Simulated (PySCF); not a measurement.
## How methods differ on the ionisation energy of Mg

Mg [Ne] 3s2 (1S) → Mg+ [Ne] 3s1 (2S), as a difference of total energies. Calculation: PySCF 2.14, in pcseg-2; no relativity, point nucleus. Correlated levels: valence: [Ne] frozen. The calculations carry no spin-orbit coupling.

```csv
method,ionisation energy (eV),error (eV)
UHF,6.601,-1.045
MN15,7.616,-0.030
r2SCAN,7.349,-0.297
MP2 (valence),7.161,-0.485
SCS-MP2 (valence),7.273,-0.373
CCSD (valence),7.490,-0.156
```

Reference: 7.646 eV (measured; NIST Atomic Spectra Database, ionization energies).

Errors of the correlated levels include the incompleteness of this basis and the frozen core.

With two correlated electrons CCSD is exact in that space.
